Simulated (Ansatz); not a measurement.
in.yaml

```yaml
crystal:
  periodic: [false, false, false]
  atoms:
    - {symbol: Ta, position_ang: [0.000000, 0.000000, 0.000000]}
    - {symbol: Si, position_ang: [0.000000, 0.000000, 2.341200]}
basis:
  gaussian: {orbitals: def2-SVP}
total_charge: 1
magnetization: {spin_polarized: false, initial_magnetization: 2}
correlation: {method: mp2, electrons: outside_noble_gas}
output: {forces: true}
```

```sh
$ ansatz run in.yaml --threads 1 --pin off --events-out ev --progress --plain --max-ram 2393MiB
```

The program prints:

```
483 factors; integrals over basis functions are off by at most 9.2e-4 eV
mean field evaluation 1: about -9379.0459 eV, gradient 2.4e1 eV
mean field evaluation 2: about -9379.0498 eV, gradient 2.4e1 eV
mean field evaluation 4: about -9381.6322 eV, gradient 2.8e0 eV
mean field evaluation 8: about -9382.0787 eV, gradient 8.3e-1 eV
mean field evaluation 16: about -9382.3373 eV, gradient 4.4e-1 eV
mean field evaluation 32: about -9381.6336 eV, gradient 1.5e-6 eV
mean field evaluation 64: about -9382.1218 eV, gradient 4.9e-1 eV
mean field evaluation 96: about -9381.6334 eV, gradient 5.3e-2 eV
mean field evaluation 128: about -9382.3392 eV, gradient 9.7e-2 eV
mean field evaluation 160: about -9382.0803 eV, gradient 5.0e-5 eV
mean field evaluation 192: about -9382.0803 eV, gradient 2.9e-2 eV
mean field evaluation 224: about -9382.1168 eV, gradient 5.5e-1 eV
mean field evaluation 256: about -9381.6289 eV, gradient 2.8e0 eV
mean field -9382.33962985 eV, -344.7946218189 hartree, gradient 4.5e-6 eV, S^2 2.000000; 21 other end points of the search recorded, 0 dependent functions left out
mean field evaluation 288: about -9383.2879 eV, gradient 6.5e-1 eV
unrestricted determinant -9383.32132375 eV, -344.8306984044 hartree, S^2 3.6269
9 core orbitals not correlated: weight in the atoms' cores, before any rotation towards them, 0.998 or more for the frozen orbitals, at most 0.001 for the correlated occupied ones
reference -9382.33962985 eV, -344.7946218189 hartree; 5, 3 occupied and 36, 38 virtual orbitals, 483 factors
second order -4.37724066 eV of doubles, -0.01894585 eV of singles
the calculation of the forces begins
Total energy: -9386.73581637 eV, -344.9561786935 hartree
Atom 0 at     0.000000     0.000000     0.000000 Å, force    -0.000000     0.000000    -0.699556 eV/Å
Atom 1 at     0.000000     0.000000     2.341200 Å, force     0.000000    -0.000000     0.699556 eV/Å
Dipole moment:    -0.000000    -0.000000    -0.107958 e Å
```

Forces (eV/Å):
```
Ta   0.000  0.000 -0.700
Si   0.000  0.000  0.700
```

Ran on 1 thread of Arm Neoverse V1, shared host: 5.5 s wall, 0.09 GiB peak host memory.
